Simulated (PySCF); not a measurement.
Work out the structure from these simulated measurements.

Formula: C4H5NO.

| Quantity | Value |
| --- | --- |
| Valence photoelectron | vertical ionisation energy: 11.08 eV [ΔSCF CAM-B3LYP/def2-SVPD] |
| Dipole | 2.27 D [CAM-B3LYP/def2-SVPD] |
| Rotational structure | rotational constants A, B, C: 12.407, 1.972, 1.828 GHz [PBE0-D3(BJ)/def2-SVP] |
| 1H NMR | chemical shifts (computed TMS as zero) by class: 3.04 (1 H), 2.90 (1 H), 2.68 (1 H), 2.28 (1 H), 1.61 (1 H) ppm [GIAO KT2/pcSseg-2] |
| 13C NMR | chemical shifts (computed TMS as zero) by class: 111.0 (1 C), 49.2 (1 C), 48.0 (1 C), 24.8 (1 C) ppm [GIAO KT2/pcSseg-2] |
| Couplings | largest of the computed one-bond spin–spin couplings (means over like bonds): 13C–1H +188.4, 13C–1H +185.3, 13C–1H +182.7, 13C–1H +141.8, 13C–1H +140.9, 13C–13C +66.4, 13C–13C +48.1, 13C–13C +30.9 Hz [B3LYP/pcJ-1, spin–dipole term left out] |

Gas-phase values; electronic properties from PySCF, density fitting. Levels stand in brackets. Isolated species at its PBE0-D3(BJ)/def2-SVP geometry (one conformer only). Each NMR value is the plain mean over a class of atoms that symmetry, rotation or inversion makes alike.

Problem. Give a SMILES that accounts for the data.

Solution. Numbering: `[N:1]#[C:2][CH2:3][C@@H:4]1[CH2:5][O:6]1`. Its formula, C4H5NO, gives 3 degrees of unsaturation: 1 ring and 2 π bonds in the structure found. 4 carbons fall into 4 classes; from least to most shielded: nitrile carbon [C2] (111.0 ppm), ring sp3 carbon bound to oxygen [C4] (49.2 ppm), ring sp3 carbon bound to oxygen [C5] (48.0 ppm), sp3 carbon next to a nitrile [C3] (24.8 ppm). Hydrogen classes from least to most shielded: 1 H on an sp3 carbon next to a nitrile, C3 (3.04 ppm), 1 H on an sp3 carbon bound to oxygen, C4 (2.90 ppm), 1 H on an sp3 carbon bound to oxygen, C5 (2.68 ppm), 1 H on an sp3 carbon bound to oxygen, C5 (2.28 ppm), 1 H on an sp3 carbon next to a nitrile, C3 (1.61 ppm). The couplings run between: +188.4 Hz, sp3 carbon bound to oxygen [C4] and its hydrogen; +185.3 Hz, sp3 carbon bound to oxygen [C5] and its hydrogen; +182.7 Hz, sp3 carbon bound to oxygen [C5] and its hydrogen; +141.8 Hz, sp3 carbon next to a nitrile [C3] and its hydrogen; +140.9 Hz, sp3 carbon next to a nitrile [C3] and its hydrogen; +66.4 Hz, nitrile carbon [C2] and sp3 carbon next to a nitrile [C3]; +48.1 Hz, sp3 carbon next to a nitrile [C3] and sp3 carbon bound to oxygen [C4]; +30.9 Hz, sp3 carbon bound to oxygen [C4] and sp3 carbon bound to oxygen [C5]. The first electron is taken from the HOMO, whose largest Löwdin shares are 0.64 on the epoxide oxygen, 0.08 on each of 2 atoms of one kind (sp3 carbon bound to oxygen) and 0.04 on the sp3 carbon next to a nitrile. The optimised geometry has point group C1 and is an asymmetric top. Structure: `O1[C@@H](C1)CC#N`. Computed isomers that give other values at the same levels: `Cc1cnoc1` (13C chemical shifts (computed TMS as zero) by class: 151.6 (1 C), 146.0 (1 C), 114.9 (1 C), 8.3 (1 C) ppm); `O=C=NC1CC1` (rotational constant A: 11.429 GHz; this holds for the one conformer computed); `CC(=O)CC#N` (13C chemical shifts (computed TMS as zero) by class: 195.5 (1 C), 112.0 (1 C), 32.0 (1 C), 30.2 (1 C) ppm). The assignments are read from this structure; whether some other isomer fits the data as well wasn't checked. The mirror image fits equally.

Shape of the structure used: `[N:1]#[C:2][CH2:3][C@@H:4]1[CH2:5][O:6]1`: C2–C3–C4–C5 -96°.
